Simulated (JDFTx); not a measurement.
Input for JDFTx (a modified build): pyrrole, C4H5N (SMILES c1cc[nH]c1), charge 0, multiplicity 1, vacuum; lengths in bohr, energies in hartree.

```
lattice \
  22.2042819644 0.0000000000 0.0000000000 \
  0.0000000000 22.2042819644 0.0000000000 \
  0.0000000000 0.0000000000 14.6453774658
coords-type Cartesian
ion C 1.4588231415 2.0080244709 0.0003924560 0
ion C -1.2022517007 2.1125435932 0.0001486316 0
ion C -2.0614881985 -0.3237360013 0.0012735079 0
ion N -0.0269331570 -1.8893574447 0.0010077652 0
ion C 2.1241017937 -0.4883085827 0.0012924259 0
ion H 2.7244270511 3.5896329050 0.0001656935 0
ion H -2.3396861090 3.7889140430 -0.0002415585 0
ion H -3.9530976218 -1.0500732424 0.0023615884 0
ion H -0.1032649135 -3.7889140430 -0.0023615884 0
ion H 3.9530976218 -1.3606183834 0.0020073907 0
ion-species pseudo/c_pbe_v1.2.upf
ion-species pseudo/n_pbe_v1.2.upf
ion-species pseudo/h_pbe_v1.4.upf
elec-cutoff 20 100
elec-ex-corr gga-PBE
symmetries none
coulomb-interaction Isolated
coulomb-truncation-embed 0 0 0
elec-n-bands 16
converge-empty-states yes
electronic-scf nIterations 100 energyDiffThreshold 1e-8
dump-name s0.$VAR
dump End State Ecomponents EigStats BandEigs Forces ElecDensity IonicPositions
```

The minimisation and the closing blocks of the log:

```
Will mix electronic density at each iteration.
SCF: Cycle:  0   Etot: -35.644511478106104   dEtot: -4.180e-01   |Residual|: 3.435e-01   |deigs|: 3.411e-02
SCF: Cycle:  1   Etot: -35.714561910981644   dEtot: -7.005e-02   |Residual|: 1.891e-01   |deigs|: 5.144e-02
SCF: Cycle:  2   Etot: -35.743971570178530   dEtot: -2.941e-02   |Residual|: 5.212e-02   |deigs|: 5.388e-02
SCF: Cycle:  3   Etot: -35.743849226555305   dEtot: +1.223e-04   |Residual|: 2.368e-02   |deigs|: 6.510e-03
SCF: Cycle:  4   Etot: -35.744514378334095   dEtot: -6.652e-04   |Residual|: 1.064e-02   |deigs|: 1.050e-02
SCF: Cycle:  5   Etot: -35.744861253916696   dEtot: -3.469e-04   |Residual|: 1.240e-02   |deigs|: 9.468e-03
SCF: Cycle:  6   Etot: -35.744887789158611   dEtot: -2.654e-05   |Residual|: 4.189e-03   |deigs|: 2.503e-03
SCF: Cycle:  7   Etot: -35.744897507952352   dEtot: -9.719e-06   |Residual|: 4.033e-03   |deigs|: 4.839e-03
SCF: Cycle:  8   Etot: -35.744911503885277   dEtot: -1.400e-05   |Residual|: 1.560e-03   |deigs|: 7.761e-04
SCF: Cycle:  9   Etot: -35.744933108077106   dEtot: -2.160e-05   |Residual|: 1.559e-03   |deigs|: 1.667e-03
SCF: Cycle: 10   Etot: -35.744936841182565   dEtot: -3.733e-06   |Residual|: 7.951e-04   |deigs|: 3.158e-04
SCF: Cycle: 11   Etot: -35.744938236121534   dEtot: -1.395e-06   |Residual|: 8.118e-04   |deigs|: 3.801e-04
SCF: Cycle: 12   Etot: -35.744939442151548   dEtot: -1.206e-06   |Residual|: 6.026e-04   |deigs|: 3.267e-04
SCF: Cycle: 13   Etot: -35.744940136142098   dEtot: -6.940e-07   |Residual|: 2.972e-04   |deigs|: 1.761e-04
SCF: Cycle: 14   Etot: -35.744940411182078   dEtot: -2.750e-07   |Residual|: 1.849e-04   |deigs|: 1.750e-04
SCF: Cycle: 15   Etot: -35.744940476309623   dEtot: -6.513e-08   |Residual|: 1.171e-04   |deigs|: 2.299e-04
SCF: Cycle: 16   Etot: -35.744940537013804   dEtot: -6.070e-08   |Residual|: 5.942e-05   |deigs|: 1.096e-04
SCF: Cycle: 17   Etot: -35.744940565402260   dEtot: -2.839e-08   |Residual|: 3.849e-05   |deigs|: 1.139e-04
SCF: Cycle: 18   Etot: -35.744940576238811   dEtot: -1.084e-08   |Residual|: 2.982e-05   |deigs|: 3.663e-05
SCF: Cycle: 19   Etot: -35.744940581888216   dEtot: -5.649e-09   |Residual|: 1.589e-05   |deigs|: 5.565e-05
SCF: Cycle: 20   Etot: -35.744940582939051   dEtot: -1.051e-09   |Residual|: 9.483e-06   |deigs|: 2.034e-05
SCF: Converged (|Delta E|<1.000000e-08 for 2 iters).
Converging empty states (this may take a while): |deigs|: 7.174e-05

# Ionic positions in cartesian coordinates:
ion C   1.458823141500000   2.008024470900000   0.000392456000000 0
ion C  -1.202251700700000   2.112543593200000   0.000148631600000 0
ion C  -2.061488198500000  -0.323736001300000   0.001273507900000 0
ion C   2.124101793700000  -0.488308582700000   0.001292425900000 0
ion N  -0.026933157000000  -1.889357444700000   0.001007765200000 0
ion H   2.724427051100000   3.589632905000000   0.000165693500000 0
ion H  -2.339686109000000   3.788914043000001  -0.000241558500000 0
ion H  -3.953097621800000  -1.050073242400000   0.002361588400000 0
ion H  -0.103264913500000  -3.788914043000001  -0.002361588400000 0
ion H   3.953097621800000  -1.360618383400000   0.002007390700000 0

# Forces in Cartesian coordinates:
force C  -0.000556196113242   0.004759447864337   0.000008653969108 0
force C   0.000863603704558   0.004836610460892   0.000042104239775 0
force C  -0.012437232214674  -0.001351599844544  -0.000074823467263 0
force C   0.012392027142394  -0.002356556166885  -0.000061763374078 0
force N  -0.000345053489143  -0.003505586078692   0.000072867780000 0
force H   0.008356326378262   0.008639309561953   0.000005916015988 0
force H  -0.007617309850458   0.009208678384182   0.000009461264348 0
force H  -0.010617788975815  -0.004579305184005  -0.000021098249740 0
force H  -0.000314312652540  -0.010220444090707   0.000035205019321 0
force H   0.010187881204890  -0.005400725507536  -0.000014536231258 0

# Energy components:
   Eewald =       84.2418431233010949
       EH =      111.2748103558552941
     Eloc =     -245.5798602745302333
      Enl =        4.6709077601540390
      Exc =      -11.7586014500577178
 Exc_core =        0.2233203092935484
       KE =       21.1826395930449252
-------------------------------------
     Etot =      -35.7449405829390514


	eMin: -0.902813 at state 0 ( [ +0.000000 +0.000000 +0.000000 ] spin 0 )
	HOMO: -0.189459 at state 0 ( [ +0.000000 +0.000000 +0.000000 ] spin 0 )
```

The run took 21 electronic cycles; the highest occupied level lies at -5.16 eV from the vacuum level.
